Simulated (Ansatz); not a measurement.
Consider vertical spin-state energies of C2H7B, SMILES CBC (Ansatz 0.2.0 through its Python package).

The script, `spin_c2h7b.py`:
```python
# -*- coding: utf-8 -*-
"""Gap between spin states of C2H7B at one geometry."""

import ansatz

BASIS_SET = "def2-SVPD"
XC = "cam_b3lyp"

geometry_ang = [
    ("C", (-0.9172, 0.7841, -0.5711)),
    ("B", (0.0886, -0.3574, -0.496)),
    ("C", (0.8631, -0.6499, 0.8304)),
    ("H", (-1.8872, 0.423, -0.8426)),
    ("H", (-0.6511, 1.5347, -1.3911)),
    ("H", (-1.0338, 1.3819, 0.3843)),
    ("H", (0.3124, -1.0262, -1.4423)),
    ("H", (0.7138, -1.6676, 1.1758)),
    ("H", (0.6089, 0.0799, 1.684)),
    ("H", (1.9857, -0.5537, 0.6715)),
]
geometry = ansatz.Crystal.molecule()
for symbol, xyz in geometry_ang:
    geometry = geometry.atom(symbol, xyz)

setup = (
    geometry.calculation()
    .basis(gaussian=BASIS_SET)
    .functional(XC)
)
found = {}
for unpaired in [0, 2, 4]:
    data = setup.spin("collinear", total=unpaired).run().report
    s = unpaired / 2
    found[unpaired] = data["free_energy_ev"]
    print(f"2S+1 = {unpaired + 1}: E = {found[unpaired]:.5f} eV, <S^2> = {abs(data['mean_field']['state']['spin_squared']):.3f} (pure state {s * (s + 1):.2f})")
lowest = min(found, key=found.get)
for unpaired, e in found.items():
    print(f"multiplicity {unpaired + 1}: {(e - found[lowest]):.3f} eV above the lowest")
```

Which spin state is lowest at this geometry, and how far above lie the others?

In order: multiplicity 1 (+0.00 eV), multiplicity 3 (+5.78 eV) and multiplicity 5 (+14.06 eV), all at the one geometry.

The output:

```console
$ python spin_c2h7b.py
2S+1 = 1: E = -2860.44647 eV, <S^2> = 0.000 (pure state 0.00)
2S+1 = 3: E = -2854.66455 eV, <S^2> = 2.006 (pure state 2.00)
2S+1 = 5: E = -2846.38226 eV, <S^2> = 6.005 (pure state 6.00)
multiplicity 1: 0.000 eV above the lowest
multiplicity 3: 5.782 eV above the lowest
multiplicity 5: 14.064 eV above the lowest
```

Caveats:
- Total energies depend on the basis set; only differences at equal settings carry meaning.
- The geometry is a force-field or estimated start, not a minimum of this method, and the basis set is short of its limit. All parts are taken at fixed geometry, without zero-point energy.
- Wall time of the script: 22 s on 1 thread of Intel(R) Xeon(R) Processor @ 2.30GHz, on a shared host, peak memory 0.44 GiB.
